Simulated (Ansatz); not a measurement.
Input for Ansatz (a program for electronic structure): R-HF/def2-TZVPP on methylamine (SMILES CN), atoms moved off the minimum.

Ansatz 0.2 input:
```yaml
crystal:
  periodic: [false, false, false]
  atoms:
    - {symbol: C, position_ang: [-0.70081490, 0.23790490, 0.04367601]}
    - {symbol: N, position_ang: [0.69292818, -0.08295241, -0.14664743]}
    - {symbol: H, position_ang: [-1.31672409, -0.52277564, -0.52576336]}
    - {symbol: H, position_ang: [-0.98761240, 1.11161073, -0.25716768]}
    - {symbol: H, position_ang: [-1.01814906, -0.02182892, 1.05286608]}
    - {symbol: H, position_ang: [1.03814257, -1.02173449, 0.04622602]}
    - {symbol: H, position_ang: [1.26941167, 0.46934206, 0.39305969]}
basis:
  gaussian:
    orbitals: def2-TZVPP
hamiltonian:
  xc: {name: HF}
scf: {lower_state_search: off}
output: {forces: true}
```

Program output:

```
WARN ansatz: RAYON_NUM_THREADS=1 ignored (pool sized by the plan → 1); use --threads N
Functional definition: HF
these checks for a lower state are left out or cut short: stability, starts, cluster_reference, orbital_swaps, neighbouring_geometries, increment
integrals: 0.03 GiB planned
710 factors; their error is unknown
mean field: 0.22 GiB planned
mean field evaluation 1: about -2589.2967 eV, gradient 3.2e1 eV
mean field evaluation 2: about -2590.9794 eV, gradient 1.6e1 eV
mean field evaluation 4: about -2591.4717 eV, gradient 5.0e-1 eV
mean field evaluation 8: about -2591.5054 eV, gradient 4.0e-1 eV
mean field -2591.50561147 eV, -95.2360746357 hartree, gradient 2.0e-6 eV, S^2 0.000000; 0 other end points of the search recorded, 0 dependent functions left out
the calculation of the forces begins
reference -2591.50561147 eV, -95.2360746357 hartree; 9, 9 occupied and 123, 123 virtual orbitals, 710 factors
Total energy: -2591.50561147 eV, -95.2360746357 hartree
Atom 0 at    -0.700815     0.237905     0.043676 Å, force     0.211544    -8.461210     1.596742 eV/Å
Atom 1 at     0.692928    -0.082952    -0.146647 Å, force     0.591360    -0.878796    -1.173299 eV/Å
Atom 2 at    -1.316724    -0.522776    -0.525763 Å, force     0.814619     1.087211     0.194886 eV/Å
Atom 3 at    -0.987612     1.111611    -0.257168 Å, force    -1.062998     5.262417    -1.516836 eV/Å
Atom 4 at    -1.018149    -0.021829     1.052866 Å, force    -0.156083     0.916924     0.259713 eV/Å
Atom 5 at     1.038143    -1.021734     0.046226 Å, force    -1.363411     0.637319    -0.275234 eV/Å
Atom 6 at     1.269412     0.469342     0.393060 Å, force     0.964969     1.436133     0.914029 eV/Å
Dipole moment:    -0.023301    -0.042035     0.256191 e Å
Checks for a lower state left out: stability, starts, cluster_reference, orbital_swaps, neighbouring_geometries, increment
```

The calculation finished and met its thresholds.

Cost: around 0.9 core-seconds (rough).
